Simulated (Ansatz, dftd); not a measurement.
Species: C$_{3}$H$_{2}$N, charge 0, doublet. C3H2N (SMILES [CH]=CC#N, doublet).
B3LYP-D3(BJ)/def2-TZVP minimum from Ansatz (an electronic-structure program):
```
C
C 1 1.3111
H 2 1.0776 1 137.23
H 1 1.0922 2 120.62 3 0.00
C 1 1.4275 4 115.57 2 180.00
N 5 1.1518 4 150.57 1 -180.00
```
Charge 0, spin multiplicity 2.

Quantity: atomisation energy (electronic, to ground-state atoms), in kcal/mol. Open shells are spin-unrestricted; no spin-orbit coupling. Cores are frozen in correlated methods. Rows without X2C or -DK are non-relativistic. CBS(X,Y): correlation extrapolated as X^-3, Hartree-Fock from the larger set. A bracket is a step between two methods taken in the basis named. Functionals run without relativity, which enters their misses. 'core' is core correlation in cc-pwCVTZ, 'X2C' scalar relativity in cc-pVTZ-DK, both at CCSD(T). For partners of very few electrons the exact lower level stands in for a higher one. The UHF reference of C3H2N ([CH]=CC#N, doublet) is spin-contaminated (<S^2> up to 0.38 over the pure value in the sets run).

```tsv
level	program	atomisation energy (kcal/mol)
HF/cc-pVQZ	Ansatz	445.0
PBE-D4/def2-TZVPD	Ansatz + dftd4	___
r2SCAN/def2-TZVPD	Ansatz	___
CCSD/cc-pVTZ	Ansatz	602.5
CCSDT(Q)/cc-pVDZ	Ansatz	___
CCSD(T)/CBS(cc-pVTZ,cc-pVQZ) + [CCSDT(Q) - CCSD(T)]/cc-pVDZ + core + X2C	Ansatz	___
```

Question: Fill in the missing entries.

Answer: 
- PBE-D4/def2-TZVPD, atomisation energy (kcal/mol): 676.1
- r2SCAN/def2-TZVPD, atomisation energy (kcal/mol): 645.3
- CCSDT(Q)/cc-pVDZ, atomisation energy (kcal/mol): 583.7
- CCSD(T)/CBS(cc-pVTZ,cc-pVQZ) + [CCSDT(Q) - CCSD(T)]/cc-pVDZ + core + X2C, atomisation energy (kcal/mol): 642.4
